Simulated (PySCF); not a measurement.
# CH3FO: geometry, coupled-cluster ionisations and excitations

Wanted: the coupled-cluster ionisations and excitations of CH3FO (`COF`), by calculation.

Programs: PySCF 2.14.0, with density-fitted response routines of our own. Each step states its level of theory. These are calculated values for one molecule in the gas phase, unless marked as measured. Atoms count from 0, in the outputs and in this text.

### Step 1. The starting structure

6 atoms, charge 0, multiplicity 1; geometry from: GFN2-xTB.

Bonds of the start (Å): C0–O1 1.39, O1–F2 1.42, C0–H3 1.10, C0–H4 1.09, C0–H5 1.09.

### Step 2. Geometry optimisation at PBE0-D3(BJ)/def2-TZVP

Job settings and geometry (Å):

```
{"job": {"xc": "PBE0", "basis": "def2-TZVP", "d3": "d3bj", "grid": 2, "kind": "geom"}, "charge": 0, "multiplicity": 1}
C     -1.219630    -0.220970    -0.048970
O     -0.069200     0.559980    -0.055200
F      1.073960    -0.270620     0.085610
H     -1.346910    -0.763690     0.897890
H     -2.009350     0.524240    -0.151850
H     -1.255470    -0.914510    -0.889420
```

**Question.** This job is followed by: EOM-CCSD/cc-pVTZ, vertical, frozen core, gas phase. Predict these results of the whole session: point group; rotational constants (main isotopes); correlation energy, MP2 and CCSD; T1 diagnostic; first ionisation (EOM-IP-CCSD).

As calculated:

| quantity | value |
| --- | --- |
| point group | Cs |
| rotational constants (main isotopes) | 45.27, 10.81, 9.25 GHz |
| correlation energy, MP2 and CCSD | -18.31, -18.79 eV |
| T1 diagnostic | 0.0123 |
| first ionisation (EOM-IP-CCSD) | 11.33 eV |

**Reading.** Over 4 steps the energy fell by 0.029 eV; of the close pairs, C0–O1 changed most, 1.390 to 1.401 Å. MP2 recovers 97 % of the CCSD correlation energy. For the hole of the first ionisation, Koopmans' theorem lies 1.96 eV above EOM-IP-CCSD, and it orders the states differently.
